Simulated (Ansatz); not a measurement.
System: C$_{3}$H$_{5}$, charge 0, doublet. C3H5 (SMILES [CH2]C=C, doublet).
B3LYP-D3(BJ)/def2-TZVP minimum from Ansatz (a first-principles code):
```xyz
8

C      1.2292     0.0009    -0.1567
C     -0.0488     0.4045     0.1708
H      1.4133    -0.9793    -0.5791
H      2.0821     0.6464    -0.0030
H     -0.1688     1.3993     0.5910
C     -1.1860    -0.3590     0.0054
H     -2.1618     0.0141     0.2819
H     -1.1312    -1.3584    -0.4082
```
Charge 0, spin multiplicity 2.

Total energies in cc-pVDZ, 17 correlated electrons, 3 frozen orbitals. UHF or UKS for unpaired electrons; spin-orbit terms are left out. Cores are frozen in correlated methods. No relativity. The UHF reference of C3H5 ([CH2]C=C, doublet) is spin-contaminated (<S^2> up to 0.20 over the pure value in the sets run).

```json
[
 {"method": "HF", "program": "Ansatz", "energy (Eh)": "-116.47880", "minus CCSDT(Q) (mEh)": "435.26"},
 {"method": "MP2", "program": "Ansatz", "energy (Eh)": "-116.84839", "minus CCSDT(Q) (mEh)": "65.67"},
 {"method": "CCSD", "program": "Ansatz", "energy (Eh)": "-116.89818", "minus CCSDT(Q) (mEh)": "15.88"},
 {"method": "CCSD(T)", "program": "Ansatz", "energy (Eh)": "-116.91163", "minus CCSDT(Q) (mEh)": "2.43"},
 {"method": "CCSDT(Q)", "program": "Ansatz", "energy (Eh)": "-116.91406", "minus CCSDT(Q) (mEh)": "0.00"}
]
```

Rough core times of Ansatz's runs on a shared machine: CCSD(T) under 20 s, CCSDT(Q) 7 min.
